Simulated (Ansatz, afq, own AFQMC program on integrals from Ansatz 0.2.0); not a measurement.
Integrals from Ansatz 0.2.0, then the random walk in our own AFQMC program (afq).

```yaml
crystal:
  periodic: [false, false, false]
  atoms:
    - {symbol: Ge, position_ang: [0.000000, -0.446640, 1.182358]}
    - {symbol: Ge, position_ang: [0.000000, -0.446640, -1.182358]}
    - {symbol: H, position_ang: [0.000000, 0.893279, 0.000000]}
basis:
  gaussian: {orbitals: cc-pVDZ}
total_charge: 1
magnetization: {spin_polarized: false}
correlation: {method: ccsd_t, electrons: outside_noble_gas, hamiltonian_folder: ham}
```

```sh
$ ansatz run in.yaml --threads 1 --pin off --events-out ev --progress --plain --max-ram 1843MiB
```

Options of the walk:

```
--method phaseless --trial cisd --walkers 110 --populations 1 --least-time 40 --time-step 0.005 --steps-per-block 50 --equilibration-blocks 28 --max-blocks 300 --target-error 0.00034 --factor-cut 1e-05 --seed 2809 --release-times 0.24,0.5,1,1.5 --release-step 0.02 --release-every 4 --taylor-order 6
```

Times are imaginary, in 1/Eh. The walk had a cap of 509 s. Filled inner d shells are frozen with the cores.

afq prints:

```
orbitals 31  electrons 4 4  factors 250 of 702
reference energy -4150.92096313 Eh
CCSD correlation -0.16121001 Eh in 12 cycles, weight of the determinant in the CISD state 0.8594
energy of the start -4151.082173 Eh
 block  time / (1/Eh)  mean weight  energy / Eh
     1     0.250  1.0003  -4151.080127
     2     0.500  1.0002  -4151.080397
     3     0.750  0.9996  -4151.081128
     4     1.000  1.0002  -4151.083785
     5     1.250  0.9993  -4151.082218
    10     2.500  1.0004  -4151.086664
    29     7.250  1.0002  -4151.086927
    49    12.250  1.0001  -4151.091626
    69    17.250  1.0004  -4151.089072
    89    22.250  0.9996  -4151.091518
   101    25.250  0.9992  -4151.094605
   109    27.250  0.9997  -4151.090557
   129    32.250  0.9991  -4151.089466
   145    36.250  0.9996  -4151.085525
   149    37.250  1.0017  -4151.088017
   169    42.250  0.9994  -4151.090546
   185    46.250  0.9989  -4151.092685
blocks merged  error / Eh  count
     1  0.000192  160
     2  0.000243  80
     4  0.000276  40
     8  0.000329  20
    16  0.000363  10
released: time / (1/Eh)  energy / Eh  error  mean overlap
  0.24  -4151.090096  0.000404  1.0011
  0.50  -4151.090204  0.000472  1.0034
  1.00  -4151.090453  0.000515  0.9997
  1.50  -4151.090536  0.000426  0.9979
energy -4151.090081 +/- 0.000329 Eh
(rows thinned)
```

The run passed its tests (sampling time, drift between the halves within three errors, error under three times the target), which doesn't prove that it has relaxed.

Against this walk (error 9.0 meV) on the same determinant: CCSD(T) 64.3 meV higher, CCSDT(Q) 13.0 meV lower (within the noise). The error is statistical and leaves out the bias of the constraint. Released to 1.50 1/Eh the energy moves by -12 ± 15 meV (both errors), within twice the noise.

Cautions: constraint bias not in the error; no relativity below Rb; no spin-orbit coupling; inner d shell frozen; higher spins were not checked; restricted determinant unstable towards unrestricted (UHF 654 meV lower, ⟨S²⟩ 1.05); CCSDT(Q) on the UHF determinant differs (526 meV lower), perhaps since the unrestricted series falls towards higher spin.

The walk took 2.2 min on 1 thread of Intel Xeon Platinum 8375C @ 2.90GHz, with other jobs on the host. The log's last line is the phaseless energy.

CCSDT and higher add their correlation energy to the determinant of the CCSD(T) run, since their own runs factorise the integrals more tightly (a shift of under 2 meV). A walk keeps the symmetry of its determinant, which the program's search chose and which needn't be the lowest solution, so a lower state of the same spin and another symmetry isn't excluded.
